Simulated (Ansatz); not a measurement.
Bond stretch in Na₂, singlet.

Computed with unrestricted PBE/aug-cc-pVDZ run with Ansatz (a program for electronic structure).

The batch members p0 to p11 hold the bond at 2.47, 2.66, 2.78, 2.88, 2.99, 3.10, 3.15, 3.24, 3.44, 3.59, 3.79, 4.16 Å.

Ansatz input:

Ansatz 0.2 input:
```yaml
# input.yaml
basis:
  gaussian: { orbitals: aug-cc-pvdz }
hamiltonian:
  xc: pbe
batch:
  members: [p0.yaml, p1.yaml, p2.yaml, p3.yaml, p4.yaml, p5.yaml, p6.yaml, p7.yaml, p8.yaml, p9.yaml, p10.yaml, p11.yaml]

# p6.yaml, one of the 12 members of this batch
crystal:
  periodic: [false, false, false]
  atoms:
    - { symbol: Na, position_ang: [0.0, 0.0, 0.0] }
    - { symbol: Na, position_ang: [0.0, 0.0, 3.15] }
total_charge: 0
magnetization:
  spin_polarized: true
```

Lines of the output on each member:

```
Member 2: Total energy: -8825.89971835 eV, -324.3458322397 hartree
Member 0: Total energy: -8825.68888234 eV, -324.3380841591 hartree
Member 3: Total energy: -8825.93042790 eV, -324.3469607947 hartree
Member 1: Total energy: -8825.84237766 eV, -324.3437250081 hartree
Member 5: Total energy: -8825.95311615 eV, -324.3477945726 hartree
Member 4: Total energy: -8825.94889656 eV, -324.3476395056 hartree
Member 6: Total energy: -8825.95087302 eV, -324.3477121393 hartree
Member 7: Total energy: -8825.94114919 eV, -324.3473547950 hartree
Member 8: Total energy: -8825.89854652 eV, -324.3457891757 hartree
Member 9: Total energy: -8825.85286623 eV, -324.3441104559 hartree
Member 10: Total energy: -8825.78058685 eV, -324.3414542378 hartree
Member 11: Total energy: -8825.63171609 eV, -324.3359833383 hartree
```

The unrestricted determinant behind UKS-PBE is spin-contaminated at 4.16 to 9.42 Å (<S²> up to 1.0, against 0.00 for a pure singlet).
